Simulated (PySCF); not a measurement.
Input of a run (PBE0-D3(BJ)/def2-SVP geometry optimisation, gas phase (PySCF 2.14.0)), started from GFN2-xTB:
```
{"job": {"xc": "PBE0", "basis": "def2-SVP", "d3": "d3bj", "grid": 1, "maxiter": 40, "kind": "geom"}, "charge": 0, "multiplicity": 1}
B      0.000060     0.000030    -0.001400
H      1.163870    -0.030320     0.015280
H     -0.555340     1.023410    -0.018650
H     -0.608600    -0.993120     0.004770
```

Output (energies in Eh, forces in Eh/bohr):
```
step   0  E = -26.53342001  max force = 0.021761
step   1  E = -26.53590773  max force = 0.000988
step   2  E = -26.53588916  max force = 0.002293
step   3  E = -26.53591031  max force = 0.000649
step   4  E = -26.53591214  max force = 0.000005
optimisation converged
```

Problem. Summarise the run.

Solution. The energy falls by 0.068 eV over 5 energy and gradient evaluations, the largest force component goes from 0.0218 to 5.0e-06 Eh/bohr, and the atoms move by 0.036 Å rms after alignment. Among the bonds, B1–H2, B1–H3 and B1–H4 change most and about equally (+0.042 Å). Bonds longer at the end by more than 0.005 Å: 3 of 3; shorter: 0. The energy rose by more than 1e-6 Eh at step 2. The first step brought 100 % of the lowering.

Problem. What are the final bond lengths?

Solution. B1–H2 1.207 Å, B1–H3 1.207 Å, B1–H4 1.207 Å. Numbering counts from 1 in the input's order; the species is `B`.

The run used 29 basis functions and 22 SCF cycles in all. Time: 1.0 s. Hardware: x86-64 server, one thread, no GPU (shared host).

No frequency check.
